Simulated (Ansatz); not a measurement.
# H2N2Si: the cost of one run

Program: Ansatz 0.2.0. Level of theory: DFT r2SCAN, Gaussian basis cc-pV(T+d)Z, and further levels as typed in the inputs. These are calculated values, not measurements.

### Step 1. The starting structure

Bond lengths: Si1–N2 1.783 Å, N2–N3 1.130 Å, Si1–H4 1.417 Å, Si1–H5 1.448 Å. Angles: Si1–N2–N3 175.6°, N2–Si1–H4 108.0°, N2–Si1–H5 105.0°, H4–Si1–H5 94.3°.

Structure file:

```xyz
5

Si    0.0162   -0.0061   -0.0053
N    -0.0107    0.0087    1.7770
N     0.0174    0.0924    2.9032
H     1.0475   -0.8854   -0.4206
H    -1.0532   -0.9038   -0.3887
```

### Step 2. Relaxing the atoms: H2N2Si

Input file input.yaml:

```yaml
relax:
  f_tol: 0.001
  max_steps: 200
crystal:
  periodic: [false, false, false]
  atoms:
    - { symbol: Si, position_ang: [0.016243, -0.006118, -0.005282] }
    - { symbol: "N", position_ang: [-0.01073, 0.008654, 1.776985] }
    - { symbol: "N", position_ang: [0.017448, 0.092388, 2.90319] }
    - { symbol: H, position_ang: [1.047506, -0.885379, -0.420601] }
    - { symbol: H, position_ang: [-1.053224, -0.903841, -0.388662] }
basis:
  gaussian: { orbitals: "cc-pV(T+d)Z.json" }
hamiltonian:
  xc: r2scan
```

Launch:

```sh
> ansatz run input.yaml --threads 4 --pin off --max-ram 8192MiB --backend cpu --events-out ev --progress --plain --runs-dir out
```

What time and memory should one allow on 4 threads of Intel Xeon Platinum 8488C (Sapphire Rapids), shared host?

About 16 s, with a peak of 0.23 GiB.
